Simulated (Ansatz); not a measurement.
Geometry optimisation, RKS PBE0/def2-SVP in Ansatz 0.2.0.

The input (input.yaml):

```yaml
crystal:
  periodic: [false, false, false]
  atoms:
    - { symbol: "N", position_ang: [-1.3164, -0.3986, 0.3393] }
    - { symbol: C, position_ang: [-0.1377, 0.0351, 0.3538] }
    - { symbol: F, position_ang: [0.3322, 0.4674, 1.5035] }
    - { symbol: C, position_ang: [0.7923, 0.0271, -0.8829] }
    - { symbol: O, position_ang: [0.46873, -0.33289, -1.92169] }
    - { symbol: H, position_ang: [-1.7272, -0.2279, 1.2821] }
    - { symbol: H, position_ang: [1.80925, 0.40184, -0.59976] }
basis:
  gaussian: { orbitals: def2-SVP }
hamiltonian:
  xc: pbe0
relax:
  f_tol: 0.015
  max_steps: 40
```

Run as:

```bash
$ ansatz run input.yaml --threads 1 --pin off --max-ram 2048MiB --backend cpu --events-out ev --progress --plain --runs-dir out
```

Problem. Where does it end, and by what steps?

Solution. It converged. After 6 steps the energy has fallen by 0.301 eV; F3 moved furthest, 0.14 Å.

```json
{"step": "0", "energy less start (eV)": "0.0000", "largest force component (eV/Å)": "5.603", "accepted": "yes"}
{"step": "1", "energy less start (eV)": "-0.2298", "largest force component (eV/Å)": "1.177", "accepted": "yes"}
{"step": "2", "energy less start (eV)": "-0.2629", "largest force component (eV/Å)": "0.977", "accepted": "yes"}
{"step": "3", "energy less start (eV)": "-0.2887", "largest force component (eV/Å)": "0.571", "accepted": "yes"}
{"step": "4", "energy less start (eV)": "-0.2988", "largest force component (eV/Å)": "0.327", "accepted": "yes"}
{"step": "5", "energy less start (eV)": "-0.3011", "largest force component (eV/Å)": "0.058", "accepted": "yes"}
{"step": "6", "energy less start (eV)": "-0.3012", "largest force component (eV/Å)": "0.012", "accepted": "yes"}
```

```xyz
7
Properties=species:S:1:pos:R:3
N -1.337 -0.368 0.329
C -0.152 0.025 0.364
F 0.462 0.499 1.457
C 0.781 0.030 -0.823
O 0.455 -0.346 -1.909
H -1.791 -0.285 1.243
H 1.803 0.417 -0.587
```

Whether the end is a true minimum wasn't checked by a vibrational analysis.

Time of the run: 13 s on 1 thread of Intel(R) Xeon(R) 6975P-C (Granite Rapids) (shared host), peak memory 0.16 GiB.
